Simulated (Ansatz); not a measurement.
# Two structures, one formula

The two ends of one reaction step of CH$_{7}$BO, singlet (PBE0-D4/def2-TZVP).

A:

```csv
atom,x (Å),y (Å),z (Å)
B1,-0.2228,-1.3119,-0.1469
H2,0.3370,-1.2253,-1.2200
H3,-1.4225,-1.1943,-0.1972
H4,0.1805,-2.2013,0.5630
H5,1.1953,-0.0517,0.8439
O6,0.2523,0.0335,0.6681
C7,-0.0167,1.2681,-0.0069
H8,0.3346,2.0963,0.6087
H9,0.4583,1.2718,-0.9894
H10,-1.0964,1.3150,-0.1235
```

B:

B1  (-1.084, -0.962, 0.730)
H2  (2.772, -0.918, -1.393)
H3  (-2.165, -0.453, 0.872)
H4  (-0.868, -2.112, 0.980)
H5  (2.169, -0.901, -0.952)
O6  (-0.054, -0.239, 0.272)
C7  (-0.178, 1.130, -0.060)
H8  (0.507, 1.708, 0.563)
H9  (0.101, 1.265, -1.107)
H10  (-1.202, 1.483, 0.095)
(Å)

Program: Ansatz 0.2.0. Basis: def2-TZVPP. Cores are frozen in the correlated methods. B3LYP uses VWN-RPA correlation.

(1) Which structure is lower at CCSD(T), and by how much? (Judge from chemistry; the value comes from the calculation.)

The T1 diagnostic stays at or below 0.014.

## Answers

(1) By the calculation: B, by 13.07 kcal/mol (electronic energy, against the other). By their contacts, A is CH₇BO ([BH3][OH][CH3]) and B is a complex of CH₅BO ([BH2][O][CH3]) + H₂.

All methods give the same order:

```csv
method,E(B) − E(A) (kcal/mol)
SPW92,-5.86
PBE-D4,-12.70
BLYP-D4,-17.06
r2SCAN-D4,-12.82
B97M-V,-13.29
PBE0-D4,-11.35
B3LYP-D4,-15.37
r2SCAN0-D4,-11.74
BHLYP-D4,-14.25
CAM-B3LYP-D4,-13.73
wB97X-V,-12.78
wB97M-V,-12.84
B2PLYP,-15.07
PBE-QIDH,-11.37
RPA on PBE,-13.98
HF,-18.23
MP2,-13.35
CCSD,-13.17
CCSD(T),-13.07
```

Labels in which every atom is bracketed show which atoms are joined, not bond orders.

For scale, one of the runs: CCSD(T)/def2-TZVPP, 191 basis functions, launched by `ansatz run in.yaml --threads 2 --pin off --events-out ev --progress --plain --max-ram 4352MiB`. Hardware: 2 CPU threads of an Arm Neoverse V2, shared host. Wall time 39 s; peak host memory 2.2 GiB.
